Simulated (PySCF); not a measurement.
Work out the structure from these simulated measurements.

Formula: C3H7OP.

- UV, first state: lowest singlet excitation: 7.24 eV (171 nm, f = 0.007) [TDDFT CAM-B3LYP/def2-SVPD]
- 13C NMR: chemical shifts (computed TMS as zero) by class: 39.7 (2 C), 8.8 (1 C) ppm [GIAO PBE0/pcSseg-1]
- UV, strongest line: among the 8 lowest singlet transitions: S8 at 8.32 eV (149 nm, f = 0.074) [TDDFT CAM-B3LYP/def2-SVPD]
- Polarisability: 58.8 au [CAM-B3LYP/def2-SVPD]
- NMR, other nuclei: isotropic shieldings of nuclei other than C and H, by class: 186 (1 O), 326 (1 P) ppm [GIAO PBE0/pcSseg-1]
- Rotational structure: rotational constants A, B, C: 8.686, 3.408, 2.805 GHz [GFN2-xTB]
- Dipole: 4.46 D [CAM-B3LYP/def2-SVPD]

The electronic properties come from PySCF, for the isolated species, density fitting. Levels stand in brackets. The structure is a single GFN2-xTB conformer in the gas phase; no vibrational or solvent corrections. Each NMR value is the plain mean over a class of atoms that symmetry, rotation or inversion makes alike.

Problem. What is the compound? Reason from the data.

Solution. Numbering: `[O:1]=[PH:2]1[CH2:3][CH2:4][CH2:5]1`. 3 carbons fall into 2 classes; from least to most shielded: ring sp3 carbon bound to phosphorus [C3/C5] (39.7 ppm, 2 C), four-membered-ring carbon [C4] (8.8 ppm). The other shieldings belong to: 186 ppm, phosphoryl oxygen [O1]; 326 ppm, phosphoryl phosphorus [P2]. The optimised geometry has point group Cs and is an asymmetric top. Structure: `[PH]1(=O)CCC1`. Computed isomers that give other values at the same levels: `C=PCOC` (13C chemical shifts (computed TMS as zero) by class: 185.9 (1 C), 77.6 (1 C), 59.6 (1 C) ppm); `C=CPCO` (13C chemical shifts (computed TMS as zero) by class: 144.8 (1 C), 129.3 (1 C), 67.6 (1 C) ppm); `C[C@@H]1C[P@@H]1=O` (13C chemical shifts (computed TMS as zero) by class: 16.9 (1 C), 15.1 (1 C), 12.8 (1 C) ppm). The assignments are read from this structure; whether some other isomer fits the data as well wasn't checked.
